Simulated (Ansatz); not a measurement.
Species: C₂H₄Cl, charge 0, multiplicity 2. It need not be the lowest isomer of its formula. 
Coordinates optimised at B3LYP-D3(BJ)/def2-TZVP (Ansatz, a program for electronic structure):
```
C
H 1 1.0912
H 1 1.0933 2 108.56
H 1 1.0987 2 107.78 3 -115.43
C 1 1.4786 2 109.97 4 -122.43
H 5 1.0789 1 123.97 2 25.15
Cl 5 1.7172 6 114.58 1 -163.45
```
Charge 0, spin multiplicity 2.

Basis-set convergence of Hartree-Fock and CCSD(T) correlation energies (hartree) with Ansatz. Cores are frozen in the correlated levels unless marked. UHF or UKS for open shells. Spin-orbit coupling is left out. No relativistic terms.

```tsv
basis	functions	E(HF)	E(corr, CCSD(T))
cc-pV(D+d)Z	71	-537.53302	-0.45543
cc-pV(T+d)Z	155	[?]	[?]
```

Fill in the missing entries.


- cc-pV(T+d)Z, E(HF): -537.57109
- cc-pV(T+d)Z, E(corr, CCSD(T)): -0.57461
